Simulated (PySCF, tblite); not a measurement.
# C3H3O radical: geometry, infrared bands and EPR parameters

Aim: predict the infrared bands and EPR parameters of C3H3O radical (`O=C1[CH]C1`).

Computed with tblite 0.8.0 and PySCF 2.14.0, with density-fitted response routines of our own, on a single molecule in the gas phase. Atoms are numbered from 0 throughout.

## (1) Starting geometry

7 atoms, charge 0, multiplicity 2; geometry from: force field or distance geometry start.

Bonds of the start (Å): O0–C1 1.22, C1–C2 1.44, C2–C3 1.43, C3–C1 1.44, C2–H4 1.08, C3–H5 1.09, C3–H6 1.08.

## (2) Optimising the geometry with GFN2-xTB

Job settings and geometry (Å):

```
{"job": {"kind": "relax", "xc": "GFN2-xTB", "basis": "xTB"}, "charge": 0, "multiplicity": 2}
O      1.829000    -0.473900     0.203600
C      0.788000    -0.254000    -0.400300
C     -0.105300     0.879600    -0.422000
C     -0.591400    -0.403300    -0.006000
H      0.125900     1.713100     0.229400
H     -0.797300    -0.533000     1.053700
H     -1.245600    -0.923600    -0.685500
```

Command:

```bash
OMP_NUM_THREADS=1 python probes_run.py task.json out
```

The driver reads the jobs from task.json and runs them one after another.

**Question.** This job is followed by: GFN2-xTB harmonic vibrations, gas phase; UKS B3LYP, pcH-1 on C H O, non-relativistic, mean-field spin-orbit, GIAO. What will the session give for the following? strongest single infrared mode (GFN2-xTB); zero-point energy (GFN2-xTB); g(iso) (B3LYP); ⟨S²⟩; largest a(iso) (averaged by class); potential on the surface of density 0.002 e/bohr³, 1st and 99th percentile.

The runs gave:

```
                                                                  quantity                   value
                                 strongest single infrared mode (GFN2-xTB)   2051 cm⁻¹, 595 km/mol
                                              zero-point energy (GFN2-xTB)           29.3 kcal/mol
                                                            g(iso) (B3LYP)                 2.00412
                                                                      ⟨S²⟩      0.759 (exact 0.75)
                                        largest a(iso) (averaged by class)  1H on H5, H6, 59.5 MHz
potential on the surface of density 0.002 e/bohr³, 1st and 99th percentile      -1.34 V and 1.44 V
```

Over 29 steps the energy fell by 1.117 eV; of the close pairs, C1–C3 changed most, 1.442 to 1.619 Å. No mode is imaginary among the 15: a minimum at this level. The strongest single mode, at 2051 cm⁻¹, moves mainly C1. Unscaled tight-binding wavenumbers are off by several per cent, some by more. Its intensities can rank the bands wrongly. The largest share of the spin, 0.44 e, sits on C2. The isotropic g lies 1.8 ppt above the free-electron value. The conformer search found further structures of the same energy, which may be mirror or relabelled copies of this one.
